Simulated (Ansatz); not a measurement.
C₄H₇FN, SMILES FC1C[CH]NC1, a single point in a Gaussian basis

With Ansatz 0.2.0, Python API.

The cells in order, each with its output:

In [1]:
```python
from dataclasses import dataclass

import ansatz as az
from ase import Atoms
```

In [2]:
```python
@dataclass(frozen=True)
class Settings:
    basis: str = "def2-SVP"
    xc: str = "cam_b3lyp"
```

In [3]:
```python
settings = Settings()

atoms = Atoms(["F", "C", "C", "C", "N", "C", "H", "H", "H", "H", "H", "H", "H"], positions=[
    (0.1242, 2.2306, -0.0159),
    (0.0056, 0.9249, -0.4616),
    (1.2081, 0.1024, -0.0732),
    (0.6565, -1.2918, 0.162),
    (-0.7924, -1.1965, 0.331),
    (-1.1532, 0.2164, 0.209),
    (-0.1256, 0.9112, -1.5663),
    (1.9835, 0.1104, -0.8698),
    (1.6438, 0.4789, 0.8775),
    (0.8753, -1.9428, -0.7115),
    (-1.0129, -1.5198, 1.3012),
    (-1.3354, 0.6575, 1.2162),
    (-2.0775, 0.3185, -0.3986),
])
mol = az.Crystal.molecule_from_ase(atoms)
```

In [4]:
```python
calculation = (
    mol.calculation()
    .basis(gaussian=settings.basis)
    .functional(settings.xc)
    .spin("collinear", total=1)
)
result = calculation.run(threads=1, pin="off")
r = result.report
```

In [5]:
```python
r["published_state_doubts"]
```
Out [5]:
```text
[]
```

In [6]:
```python
r["positions_ang"]
```
Out [6]:
```text
[[0.1242, 2.2306, -0.0159], [0.0056, 0.9249, -0.4616], [1.2081, 0.1024, -0.0732],
 [0.6565, -1.2918, 0.162], [-0.7924, -1.1965, 0.331], [-1.1532, 0.2164, 0.209],
 [-0.1256, 0.9112, -1.5663], [1.9835, 0.1104, -0.8698], [1.6438, 0.4789, 0.8775],
 [0.8753, -1.9428, -0.7115], [-1.0129, -1.5198, 1.3012], [-1.3354, 0.6575, 1.2162],
 [-2.0775, 0.3185, -0.3986]]
```

In [7]:
```python
print(f"E = {r['free_energy_ev']:.6f} eV = {r['free_energy_ev'] / 27.211386246:.7f} Ha")
print("converged:", r["converged"], " doubts:", r["published_state_doubts"] or "none")
```
```text
E = -8456.530745 eV = -310.7717729 Ha
converged: True  doubts: none
```

In [8]:
```python
state = r["mean_field"]["state"]
print(f"mean field: {state['energy']['hartree']:.7f} Ha, <S^2> = {abs(state['spin_squared']):.4f}, stability: {state.get('stability', {}).get('kind')}")
```
```text
mean field: -310.7717729 Ha, <S^2> = 0.7529, stability: minimum
```

Total energies depend on the basis set; only differences at equal settings carry meaning. The geometry is a force-field or estimated start, not a minimum of this method, and the basis set is short of its limit. The run takes the species as open-shell (spin multiplicity 2), which needn't be its ground state. It ran for 7.9 s on 1 thread of Arm Neoverse V2 (shared host), peak memory 0.48 GiB.
